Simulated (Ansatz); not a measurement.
Pulling the pair apart

The pair of CO (SMILES [C-]#[O+], atoms 1–2) and SiH4 (SMILES [SiH4], atoms 3–7), both closed shells, in one local arrangement (a lower one may exist), relaxed at PBE0-D4/def2-TZVP:

```
7
angstrom
C 0.0542 0.4568 -3.4588
O -0.0458 0.3249 -2.3476
Si -0.0019 -0.1560 1.1596
H 0.0358 -0.3607 2.6303
H 0.8699 0.9904 0.7998
H -1.3964 0.1276 0.7374
H 0.4842 -1.3828 0.4795
```

SiH4 is shifted rigidly along the line between the mean atom positions of the two fragments (negative: closer). Counterpoise interaction energies in kJ/mol. Computed with Ansatz 0.2.0 (basis: def2-TZVPPD); correlated methods freeze the cores.

```csv
shift (Å),wB97M-V,r2SCAN-D4,PBE0-D4
-0.35,-1.4,-0.7,-1.1
-0.18,-2.1,-1.7,-2.1
0.00,-2.2,-1.9,-2.3
0.18,-2.1,-1.8,-2.2
0.42,-1.7,-1.5,-1.8
0.89,-1.1,-0.9,-1.0
1.77,-0.4,-0.3,-0.1
3.54,-0.1,0.0,0.3
```

At the largest shift the D4 term itself is slightly repulsive (r2SCAN-D4 +0.6 meV, PBE0-D4 +3.4 meV): a quirk of that model, not of the functional.

**Question.** What does CCSD(T) give at these shifts? (An estimate is asked for; the value comes from the calculation.)

**Answer.** By the calculation: -0.7, -1.7, -2.0, -2.0, -1.6, -1.0, -0.4, -0.1 kJ/mol. For zero shift, CCSD(T) at an estimated basis limit (MP2 extrapolated from triple and quadruple zeta, plus CCSD(T) − MP2 in triple zeta) gives -2.3 kJ/mol. These are counterpoise interaction energies, counted from the two frozen fragments.

No T1 diagnostic of these runs exceeds 0.016.

For scale, one of the runs: CCSD(T)/def2-TZVPPD, 193 basis functions, launched by `ansatz run in.yaml --threads 2 --pin off --events-out ev --progress --plain --max-ram 5222MiB`. Hardware: 2 CPU threads of an Arm Neoverse V2, shared host. Wall time 32 s; peak host memory 2.1 GiB.
